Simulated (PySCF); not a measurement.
C3H5ClS (charge +1 and doublet state).
Cartesian coordinates in Å at the GFN2-xTB level; atoms count from 1:
```
atom  x, y, z in Å
C1    -2.1642   -0.0834    0.4059
C2    -0.8356   -0.3031    0.2939
Cl3   -0.1730   -1.8746    0.1537
S4     0.2237    1.0970    0.2972
C5     1.8513    0.3885    0.1332
H6    -2.5547    0.9184    0.4955
H7    -2.8780   -0.8929    0.4116
H8     1.9172   -0.1798   -0.7937
H9     2.0552   -0.2729    0.9744
H10    2.5670    1.2074    0.1208
```

The hyperfine couplings belong to this conformer and change with its torsions.

Identity: `ClC(=C)[S+]C` [radical] (charge +1).

Method used: UKS B3LYP, pcH-1 on C Cl H S, non-relativistic, mean-field spin-orbit, GIAO (PySCF). One conformer (not necessarily the lowest) at the GFN2-xTB geometry, without solvent, vibrations or thermal averaging. A GFN2-xTB geometry isn't a minimum of the functional, and hyperfine couplings can be far from their values at a DFT geometry, by a factor of two or more for some ions and for spin on atoms past the first row. No stability test was run, so a lower SCF solution isn't excluded.

**Question.** Predict the first-order ENDOR lines of H8/H9/H10, H7, H6 and Cl3 under fast tumbling at B = 1208.0 mT (Q band).

**Answer.** ν± = |νn ± a/2|, one line for each electron-spin manifold; νn = |g_N| × 7.62259 MHz/T × B.

```
   nuclei  isotope     g_N  νn (MHz)  a_iso (MHz)  lower line (MHz)  upper line (MHz)
H8/H9/H10       1H  5.5857     51.43        42.23             30.32             72.55
       H7       1H  5.5857     51.43       -35.39             33.74             69.13
       H6       1H  5.5857     51.43       -33.57             34.65             68.22
      Cl3     35Cl  0.5479      5.05         1.79              4.15              5.94
```

**Question.** Which pairs are centred on the nuclear Larmor frequency, and which on half the coupling?

**Answer.** Centred on νn, since |a| < 2νn: H8/H9/H10, H7, H6 and Cl3. No pair has |a| > 2νn.

**Question.** At what field would the lower line of H8/H9/H10 fall to zero frequency?

**Answer.** Where νn = |a|/2, that is B = 21.11 MHz/(5.5857 × 7.62259 MHz/T) = 496 mT, as far as first order holds there.

Class means assume fast exchange of nuclei equivalent by connectivity; if that motion is slow, each nucleus keeps its own coupling. The three 1H nuclei of mean +42.2 MHz run from -0.9 to 64.2 MHz in the frozen geometry.

Main isotope only: 35Cl (natural samples also hold 24 % 37Cl, magnetic too, which adds its own pattern).

The run took 33 s (with the writing of density and orbital grids) on one thread of an Arm Neoverse V1, no GPU, on a shared host, and the process peaked at 0.60 GiB of memory.
